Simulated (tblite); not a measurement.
Compound: C₄H₇F.
SMILES with atom numbers: `[CH3:1]/[CH:2]=[C:3](\[CH3:4])[F:5]` (hydrogens: H6, H7, H8 on C1; H9 on C2; H10, H11, H12 on C4)

Computed with GFN2-xTB (tblite), gas phase: Langevin dynamics at 300 K from the optimised GFN2-xTB geometry, time step 0.5 fs, friction 0.01 fs⁻¹, 2000 steps.

Start geometry:
```
atom  x, y, z in Å
C1      1.545   -0.389   -0.469
C2      0.623    0.764   -0.258
C3     -0.633    0.705    0.150
C4     -1.490   -0.459    0.509
F5     -1.309    1.883    0.281
H6      1.886   -0.404   -1.504
H7      1.070   -1.339   -0.245
H8      2.423   -0.280    0.166
H9      1.040    1.741   -0.463
H10    -2.369   -0.477   -0.135
H11    -1.833   -0.355    1.538
H12    -0.950   -1.392    0.404
```

The statistics below take the 31 frames saved every 25 fs from 250 to 1000 fs; their kinetic temperature (all 3N coordinates) averages 270 K.

Task: Give the mean, spread and extremes of the bond lengths.

Result: 
```tsv
bond	start (Å)	mean (Å)	standard deviation (Å)	shortest (Å)	longest (Å)
C1–C2	1.491	1.492	0.026	1.445	1.548
C2=C3	1.322	1.323	0.016	1.296	1.355
C3–C4	1.489	1.503	0.023	1.460	1.547
C3–F5	1.365	1.366	0.029	1.310	1.410
C1–H6	1.089	1.091	0.029	1.014	1.140
C1–H7	1.085	1.095	0.036	1.022	1.153
C1–H8	1.090	1.092	0.042	1.002	1.191
C2–H9	1.081	1.085	0.020	1.055	1.143
C4–H10	1.090	1.091	0.021	1.047	1.135
C4–H11	1.090	1.094	0.031	1.040	1.160
C4–H12	1.084	1.091	0.023	1.048	1.142
```

Task: Give the same statistics for bond angles, one of each kind.

Result: 
```
     angle  start (°)  mean (°)  standard deviation (°)  smallest (°)  largest (°)
  C2–C1–H6      109.8     110.6                     3.6         102.9        117.2
  C2–C1–H7      112.2     109.9                     3.6         100.9        117.1
  H6–C1–H7      108.7     108.1                     4.4         100.0        116.0
  H6–C1–H8      107.6     109.3                     5.3          96.6        117.6
  C1–C2–C3      126.6     124.8                     3.7         118.5        131.7
  C1–C2–H9      115.7     118.8                     4.3         109.0        130.8
  C3–C2–H9      117.7     115.7                     3.9         108.5        123.0
  C2–C3–C4      131.0     129.1                     3.6         123.0        137.1
  C2–C3–F5      117.5     118.2                     3.0         111.6        122.4
  C4–C3–F5      111.5     112.3                     3.6         107.2        120.6
 C3–C4–H10      109.5     110.4                     3.6          99.8        118.0
 C3–C4–H12      111.3     110.3                     4.0         103.0        117.6
H10–C4–H11      107.8     106.5                     4.8          95.9        115.8
H10–C4–H12      109.3     110.2                     5.7         100.5        122.3
```

Task: How far does each atom move about its mean position (frames aligned on the start, all atoms weighted alike), and what rms force does it feel?

Result: 
```tsv
atom	rms displacement (Å)	rms force (eV/Å)
C1	0.14	2.30
C2	0.17	1.70
C3	0.14	1.67
C4	0.18	1.44
F5	0.32	1.01
H6	1.04	1.06
H7	1.06	1.19
H8	1.00	1.41
H9	0.35	0.79
H10	1.00	0.87
H11	0.78	1.10
H12	0.93	0.86
```

The displacements run from 0.14 to 1.06 Å, the largest at H7.

Task: How widely does the potential energy scatter, against a harmonic estimate?

Result: Mean 0.36 eV above the start, standard deviation 0.107 eV, range 0.22 to 0.63 eV. For 30 classical harmonic modes at 300 K the canonical values are 30kT/2 = 0.39 eV and kT·√(30/2) = 0.100 eV.

The run is classical and short, so these are rough statistics of one trajectory.

What follows is the cost of the whole dynamics run. The run took 5.5 s wall on an Intel Xeon Platinum 8488C with one thread, no GPU, shared host with 192 logical CPUs at a one-minute load of 60, and the process peaked at 0.18 GiB of memory.
